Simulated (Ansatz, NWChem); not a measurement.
How basis sets differ on BF2 (SMILES F[B]F)

BF2 has 3 atoms, charge 0, and is taken as a doublet. SMILES: `F[B]F`. The coordinates come from a PBE0-D4/def2-TZVP relaxation.

```
atom    x (Å)    y (Å)    z (Å)
   F   0.5131  -1.0443   0.1600
   B   0.2790   0.2405   0.1813
   F  -0.8029   0.7389  -0.3546
```

Each level gives the electronic atomisation energy (eV). The values are calculated. Electronic energies at fixed atoms, without zero-point motion or spin-orbit coupling.

| level | kind | program | value (eV) | CPU time (all runs) |
| --- | --- | --- | --- | --- |
| U-wB97X/pcseg-1 | range-separated hybrid | NWChem | 12.59 | 5.5 s |
| U-wB97X/STO-3G | range-separated hybrid | Ansatz | 13.60 | 4.2 s |
| U-wB97X/pcseg-0 | range-separated hybrid | NWChem | 11.86 | 3.8 s |
| U-wB97X/cc-pVTZ | range-separated hybrid | Ansatz | 12.84 | 20 s |
| U-wB97X/pcseg-2 | range-separated hybrid | NWChem | 12.84 | 34 s |

The values span 11.86 to 13.60 eV. Without the sets that lack polarisation functions the rows with a basis span only 12.59 to 12.84 eV. Times are those of the runs behind each value, whatever else they computed, on shared processors of several kinds: orders of magnitude only.
